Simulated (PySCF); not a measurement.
Gas-phase reaction: 2 BH + 2 Cl2 ⇌ BH2Cl + BCl3, at 1200 K and a standard pressure of 1 bar. Level: M06-2X/def2-TZVP†.

Method: PySCF energies plus ideal-gas RRHO corrections (1 bar). † marks an energy on the PBE0/def2-TZVP geometry and frequencies. All species are closed-shell singlets. BH2Cl: computed as isolated molecules; such fragments, hydroxides, amides, oligomers or adducts are transient or little studied in the gas. The harmonic model lacks anharmonicity and excited electronic states, which grow with temperature; levels with a mode under 35 cm⁻¹ are left out.

```json
[
 {"species": "BH", "E (Ha)": "-25.28247", "H(1200 K) − E (kJ/mol)": "50.7", "S°(1200 K) (J/mol/K)": "214.3"},
 {"species": "Cl2", "E (Ha)": "-920.35983", "H(1200 K) − E (kJ/mol)": "45.3", "S°(1200 K) (J/mol/K)": "272.8"},
 {"species": "BH2Cl", "E (Ha)": "-486.25898", "H(1200 K) − E (kJ/mol)": "119.1", "S°(1200 K) (J/mol/K)": "311.7"},
 {"species": "BCl3", "E (Ha)": "-1405.57012", "H(1200 K) − E (kJ/mol)": "102.7", "S°(1200 K) (J/mol/K)": "392.4"}
]
```
E: electronic energy; H − E holds the zero-point and thermal terms. 1 Ha = 2625.5 kJ/mol.

Problem. Work out ΔH°, ΔS°, ΔG° and log10 K from these numbers.

Solution. 1. ΔE = 1×(-486.25898) + 1×(-1405.57012) − 2×(-25.28247) − 2×(-920.35983) = -0.54450 Ha = -1429.6 kJ.
2. Δ(H − E) = 1×(119.1) + 1×(102.7) − 2×(50.7) − 2×(45.3) = 29.8 kJ, so ΔH° = -1399.8 kJ.
3. ΔS° = 1×(311.7) + 1×(392.4) − 2×(214.3) − 2×(272.8) = -270.1 J/K; the number of gas molecules changes by -2.
4. ΔG° = ΔH° − TΔS° = -1399.8 − 1200×(-270.1)/1000 = -1075.7 kJ.
5. log10 K = −ΔG°/(RT ln 10) = 46.83, with RT ln 10 = 22.97 kJ/mol; at standard pressures the products are favoured.
6. A shift of 10 kJ in ΔE would move log10 K by 0.44 here.
For scale, ΔH°(298 K) is -1400 kJ at this level, -1393 kJ at ωB97M-V/def2-TZVP†, and runs from -1539 to -1316 kJ over the 20 levels computed.
